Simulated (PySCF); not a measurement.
**Computed data sheet: 3-aminopentane, `CCC(N)CC`**

Compound: 3-aminopentane, C5H13N.
Numbering: `[CH3:1][CH2:2][CH:3]([NH2:4])[CH2:5][CH3:6]` (hydrogens: H7, H8, H9 on C1; H10, H11 on C2; H12 on C3; H13, H14 on N4; H15, H16 on C5; H17, H18, H19 on C6)

Structural features include: amine.

GFN2-xTB geometry:

* Rotational constants A, B, C of the GFN2-xTB geometry: 7.038, 1.901, 1.653 GHz

From PBE0/pcSseg-1 ground state and GIAO shieldings, non-relativistic (PySCF):

* Dipole moment: 1.33 D
* HOMO energy: -6.71 eV
* LUMO energy: 1.36 eV
* HOMO–LUMO gap: 8.07 eV
* Lowest Hirshfeld atomic charge: -0.22 e on N4
* Highest Hirshfeld atomic charge: +0.10 e on H13/H14
* 13C chemical shifts (computed TMS as zero) by class: 59.6 (C3), 37.7 (C2/C5), 13.9 (C1/C6) ppm
* 1H chemical shifts (computed TMS as zero) by class: 1.97 (H12), 1.48 (H11/H16), 1.17 (H7/H8/H9/H17/H18/H19), 0.87 (H10/H15), 0.29 (H13/H14) ppm
* Isotropic shieldings of nuclei other than C and H, by class: 224 (N4) ppm
* Mayer bond orders between heavy atoms: C1–C2 1.06, C2–C3 1.00, C3–N4 1.01, C3–C5 1.01, C5–C6 1.06

Monoisotopic mass (most abundant isotopes): 87.1048 u.

The rotational constants make it an asymmetric top with κ = (2B − A − C)/(A − C) = -0.91, nearer the prolate limit (−1). With B = h/(8π²I), that is 505.379 GHz u Å² over I, the principal moments of inertia are 71.8, 265.8 and 305.8 u Å² (most abundant isotopes). In atomic units the dipole is 0.52 e·bohr (1 au = 2.5417 D).

The structure is a single GFN2-xTB conformer in the gas phase; no vibrational or solvent corrections. NMR classes are plain means over equivalent atoms (diastereotopic ones count apart unless rotation or inversion swaps them), as if these changed places fast; in this geometry the members of some classes differ.

The values belong to the conformer `[CH3:1][CH2:2][CH:3]([NH2:4])[CH2:5][CH3:6]`: C1–C2–C3–N4 -63°, C2–C3–C5–C6 -175°, H–N4–C3–C2 62°, H–N4–C3–C2 -57°.
